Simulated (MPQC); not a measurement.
**One shape, several levels: [BF2]+ (SMILES F[B+]F)**

We compute a comparison of 6 runs (HF/STO-3G, HF/3-21G, HF/def2-SVP, B3LYP/6-31G*, PBE0/def2-SVP, SVWN5/pcseg-2) of [BF2]+. 

The results are computed with MPQC 2.3.1.

## 1. Starting point

[BF2]+: 3 atoms, total charge +1, spin state singlet. SMILES: `F[B+]F`. Geometry: relaxed at GFN2-xTB.

Bond lengths: F1–B2 1.219 Å, B2–F3 1.219 Å. Angles: F1–B2–F3 179.9°.

## 2. Energy and forces at HF/STO-3G (run 1)

run.in reads:

```
% BF2
molecule<Molecule>: (
   symmetry = c1
   unit = bohr
   { atoms geometry } = {
      F  [ 0.61863964 2.14270376 0.57765148 ]
      B  [ 0.00139840 -0.00060471 0.00069920 ]
      F  [ -0.62005694 -2.14209905 -0.57835068 ]
   }
)
basis<GaussianBasisSet>: (
   name = "STO-3G"
   molecule = $:molecule
   basisdir = "."
   puream = yes
)
mpqc: (
   checkpoint = no
   savestate = no
   restart = no
   do_energy = yes
   do_gradient = yes
   optimize = no
   mole<CLHF>: (
      molecule = $:molecule
      basis = $:basis
      total_charge = 1
      memory = 1000000000
      print_evals = yes
      print_npa = yes
      maxiter = 120
      value_accuracy = 1e-08
      guess_wavefunction<CLHF>: (
         molecule = $:molecule
         total_charge = 1
         memory = 1000000000
         value_accuracy = 1e-3
         basis<GaussianBasisSet>: (
            name = "STO-3G"
            molecule = $:molecule
         )
      )
   )
)
```

The basis set STO-3G is read from a file made from the Basis Set Exchange's data (not shown).

Command:

```bash
$ mpqc run.in > run.out
```

What it wrote:

```text
MPQC: Massively Parallel Quantum Chemistry
[...]
  LUMO is    12   A =  -0.059645
  total scf energy = -220.2721381063
[...]
Value of the MolecularEnergy: -220.2721381063
  Gradient of the MolecularEnergy:
      1   -0.0101237418
      2   -0.0349130930
      3   -0.0094360022
      4    0.0000482499
      5   -0.0000453473
      6    0.0000212652
      7    0.0100754919
      8    0.0349584403
      9    0.0094147370
  Function Parameters:
    value_accuracy    = 8.554080e-09 (1.000000e-08) (computed)
[...]
      symmetry = c1
[...]
```

Run time: 0.12 s. Hardware: 1 thread of Arm Neoverse V1, shared host.

## 3. Energy and gradient at HF/3-21G (run 2)

input.in reads:

```
molecule<Molecule>: (
   symmetry = c1
   unit = angstrom
   { atoms geometry } = {
      F  [ 0.327370       1.133870       0.305680 ]
      B  [ 0.000740      -0.000320       0.000370 ]
      F  [ -0.328120      -1.133550      -0.306050 ]
   }
)
basis<GaussianBasisSet>: (
   name = "3-21G"
   molecule = $:molecule
   basisdir = "."
   puream = yes
)
mpqc: (
   checkpoint = no
   savestate = no
   restart = no
   do_energy = yes
   do_gradient = yes
   optimize = no
   mole<CLHF>: (
      molecule = $:molecule
      basis = $:basis
      total_charge = 1
      memory = 1000000000
      print_evals = yes
      print_npa = yes
      maxiter = 120
      value_accuracy = 1e-08
      guess_wavefunction<CLHF>: (
         molecule = $:molecule
         total_charge = 1
         memory = 1000000000
         value_accuracy = 1e-3
         basis<GaussianBasisSet>: (
            name = "STO-3G"
            molecule = $:molecule
         )
      )
   )
)
```

The basis set 3-21G is read from a file made from the Basis Set Exchange's data (not shown).

Command:

```bash
$ mpqc input.in > input.out
```

What it wrote:

```text
MPQC: Massively Parallel Quantum Chemistry
[...]
  LUMO is    12   A =  -0.161368
  total scf energy = -222.0824332943
[...]
Value of the MolecularEnergy: -222.0824332943
  Gradient of the MolecularEnergy:
      1   -0.0150396132
      2   -0.0519700540
      3   -0.0140295563
      4    0.0000207209
      5   -0.0000358437
      6    0.0000072996
      7    0.0150188923
      8    0.0520058977
      9    0.0140222567
  Function Parameters:
    value_accuracy    = 3.522733e-09 (1.000000e-08) (computed)
[...]
      symmetry = c1
[...]
```

Wall time 0.18 s (1 thread of Arm Neoverse V1, shared host).

Runs 3 to 5 aren't shown in full; the table further down has their settings and results.

## 4. Energy and forces at SVWN5/pcseg-2 (run 6)

run.in reads:

```
% BF2
molecule<Molecule>: (
   symmetry = c1
   unit = angstrom
   { atoms geometry } = {
      F  [ 0.327370 1.133870 0.305680 ]
      B  [ 0.000740 -0.000320 0.000370 ]
      F  [ -0.328120 -1.133550 -0.306050 ]
   }
)
basis<GaussianBasisSet>: (
   name = "pcseg-2"
   molecule = $:molecule
   basisdir = "."
   puream = yes
)
mpqc: (
   checkpoint = no
   savestate = no
   restart = no
   do_energy = yes
   do_gradient = yes
   optimize = no
   mole<CLKS>: (
      molecule = $:molecule
      basis = $:basis
      total_charge = 1
      memory = 1000000000
      print_evals = yes
      print_npa = yes
      maxiter = 120
      value_accuracy = 1e-08
      functional<StdDenFunctional>: ( name = "SVWN5" )
      integrator<RadialAngularIntegrator>: ( grid = xfine )
      guess_wavefunction<CLHF>: (
         molecule = $:molecule
         total_charge = 1
         memory = 1000000000
         value_accuracy = 1e-3
         basis<GaussianBasisSet>: (
            name = "STO-2G"
            molecule = $:molecule
         )
      )
   )
)
```

The basis set pcseg-2 is read from a file made from the Basis Set Exchange's data (not shown).

Command:

```bash
$ mpqc run.in > run.out
```

What it wrote:

```text
MPQC: Massively Parallel Quantum Chemistry
[...]
  Integrated electron density error = -0.003770661951
  iter     1 energy = -222.0705594482 delta = 8.00167e-02
  Integrated electron density error = 0.000450482006
  iter     2 energy = -222.7627516210 delta = 3.90743e-02
[...]
  Integrated electron density error = -0.000000428760
  iter    11 energy = -222.8125591393 delta = 5.84560e-07
  Integrated electron density error = -0.000000428757
  iter    12 energy = -222.8125591393 delta = 2.73377e-08
  Integrated electron density error = -0.000000428758
  iter    13 energy = -222.8125591393 delta = 1.36175e-08
[...]
  LUMO is    12   A =  -0.353912
  total scf energy = -222.8125591393
[...]
  Integrated electron density error = -0.000000431774
  Total Gradient:
[...]
Value of the MolecularEnergy: -222.8125591393
  Gradient of the MolecularEnergy:
      1   -0.0025409113
      2   -0.0085745767
      3   -0.0023734460
      4    0.0001117513
      5   -0.0000724679
      6    0.0000518498
      7    0.0024291600
      8    0.0086470446
      9    0.0023215963
  Closed Shell Kohn-Sham (CLKS) Parameters:
    Function Parameters:
[...]
        symmetry = c1
[...]
```

It took 21 s on 1 thread of Arm Neoverse V1, shared host; peak memory 0.5 GiB.

## 5. Overview of the runs

| run | level | integration grid | starting guess | energy (Eh) | HOMO energy (eV) | LUMO energy (eV) | HOMO–LUMO gap (eV) | wall time |
| --- | --- | --- | --- | --- | --- | --- | --- | --- |
| 1 | HF/STO-3G | – | STO-3G | -220.272138 | -24.98 | -1.62 | 23.35 | 0.12 s |
| 2 | HF/3-21G | – | STO-3G | -222.082433 | -28.12 | -4.39 | 23.73 | 0.18 s |
| 3 | HF/def2-SVP | – | STO-3G | -223.126951 | -28.51 | -4.68 | 23.83 | 0.58 s |
| 4 | B3LYP/6-31G* (spherical functions) | xfine | STO-3G | -224.246734 | -22.21 | -8.40 | 13.81 | 6.9 s |
| 5 | PBE0/def2-SVP | xfine | MINI (Huzinaga) | -223.851400 | -22.83 | -8.25 | 14.58 | 6.9 s |
| 6 | SVWN5/pcseg-2 | xfine | STO-2G | -222.812559 | -20.87 | -9.63 | 11.24 | 21 s |

## 6. What came out

| quantity | value |
| --- | --- |
| run 6: total energy | -222.81256 Eh |
| run 6: HOMO energy | -20.87 eV |
| run 6: LUMO energy | -9.63 eV |
| run 6: HOMO–LUMO gap | 11.24 eV |
| run 6: largest force on an atom | 0.477 eV/Å |

In words: The HOMO–LUMO gap runs from 11.24 eV (SVWN5/pcseg-2) to 23.83 eV (HF/def2-SVP). The two ends differ in method and basis. Totals of different functionals can't be ranked against each other. In run 1 the basis is minimal, so the values are rough. All runs together took 36 s, the longest 21 s.
